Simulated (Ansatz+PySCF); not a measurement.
The numbers below are computed, except where a source is named.
Input for Ansatz (development build ahead of 0.2.0):

```yaml
crystal:
  periodic: [false, false, false]
  atoms:
    - { symbol: O, position_ang: [0.0, 0.0, -0.16274] }
    - { symbol: H, position_ang: [0.0, 0.0, 1.3019] }
basis:
  gaussian: { orbitals: cc-pVDZ }
magnetization:
  spin_polarized: true
  initial_magnetization: 1
hamiltonian:
  xc: hf
correlation:
  method: mp2
  frozen_orbitals: { H: 0, O: 1 }
scf:
  omitted_lower_state_checks: [stability, starts, atomic_configurations, cluster_reference, orbital_swaps, given_window_search, neighbouring_geometries, increment]
```

The input is written out in the form of the current development build from the run's settings.

Results

- Converged: yes
- Reference energy: -75.30956 hartree
- Correlation energy: -0.12980 hartree
- Total energy: -75.43937 hartree
- Spin squared of the determinant: 1.224
- Occupied orbitals by symmetry in an Abelian subgroup (alpha; beta): 3 A1 1 B1 1 B2; 3 A1 1 B1

Caution: bonds are stretched, where a single reference can fail; the unrestricted determinant is spin contaminated; another reference gives a lower total.
